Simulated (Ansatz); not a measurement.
A run for Ansatz (a program for electronic structure): R-B3LYP/def2-TZVPPD on H2O (SMILES O) with ghost functions. Files ending in .json are basis or fitting sets from the Basis Set Exchange.

Ansatz 0.2 input:
```yaml
crystal:
  periodic: [false, false, false]
  atoms:
    - {symbol: O, position_ang: [-2.43491695, -0.57191175, -0.00625517]}
    - {symbol: H, position_ang: [-2.79357395, 0.31577025, 0.02607683]}
    - {symbol: H, position_ang: [-1.47340895, -0.43431675, 0.00987283]}
basis:
  gaussian:
    orbitals: def2-TZVPPD.json
    ghost_atoms:
      - {symbol: N, position_ang: [1.03966105, -0.33516075, 0.02186283]}
      - {symbol: H, position_ang: [1.33502605, -0.88779875, -0.77292817]}
      - {symbol: H, position_ang: [1.34974205, -0.84588175, 0.83872183]}
      - {symbol: C, position_ang: [1.69899605, 0.97320325, -0.01837917]}
      - {symbol: H, position_ang: [1.38845405, 1.55492825, 0.84613683]}
      - {symbol: H, position_ang: [2.79030605, 0.93390825, -0.02733517]}
      - {symbol: H, position_ang: [1.37228405, 1.50912125, -0.90620317]}
hamiltonian:
  xc: {name: B3LYP}
scf: {lower_state_search: off}
```

The head of its log:

```
WARN ansatz: RAYON_NUM_THREADS=2 ignored (pool sized by the plan → 2); use --threads N
Functional definition: B3LYP
these checks for a lower state are left out or cut short: stability, starts, cluster_reference, orbital_swaps, neighbouring_geometries, increment
integrals: 0.09 GiB planned
895 factors; their error is unknown
mean field: 1.01 GiB planned
mean field evaluation 1: about -2076.1487 eV, gradient 5.5e1 eV
mean field evaluation 2: about -2063.9623 eV, gradient 9.7e1 eV
```

### Question
Predict the final total energy.

### Answer
-76.4693 hartree.
